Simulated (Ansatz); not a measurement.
A made-up structure of CH₃OSi, doublet:

```
6
angstrom
O -1.0025 -0.4872 -0.1093
C 0.1691 0.0873 -0.3936
Si 1.3419 0.7759 0.8566
H -1.5061 -0.6707 -0.9120
H 0.3531 0.2091 -1.4656
H 0.6194 -0.7943 -0.7727
```

It is relaxed with PBE-D4/def2-SVP and then PBE0-D4/def2-TZVP (Ansatz 0.2.0). Atoms count as bonded within 1.22 times the sum of their covalent radii (H–H: 0.88 Å). The end point is not checked to be a true minimum.

(1) Does its bonding change? (A judgement: the text doesn't fix the answer.)

Answers

(1) By the calculation: No: no bond forms or breaks.

Where it ends: The first stage lowers the energy by 1.41 eV in 8 steps. It ends as CH₃OSi ([OH][CH2][Si]):
| atom | x (Å) | y (Å) | z (Å) |
| --- | --- | --- | --- |
| O1 | -1.1087 | -0.3144 | -0.1289 |
| C2 | 0.2398 | -0.0867 | -0.4922 |
| Si3 | 1.2854 | 0.8139 | 0.8048 |
| H4 | -1.5490 | -0.7751 | -0.8489 |
| H5 | 0.3283 | 0.5110 | -1.4200 |
| H6 | 0.7792 | -1.0286 | -0.7114 |

Labels in which every atom is bracketed show which atoms are joined, not bond orders.

For scale, one of the runs: PBE0-D4/def2-TZVP relaxation, 117 basis functions, launched by `ansatz run in.yaml --threads 2 --pin off --events-out ev --progress --plain --max-ram 4352MiB`. Hardware: 2 CPU threads of an AMD EPYC 9R45, shared host. Wall time about 11 s.
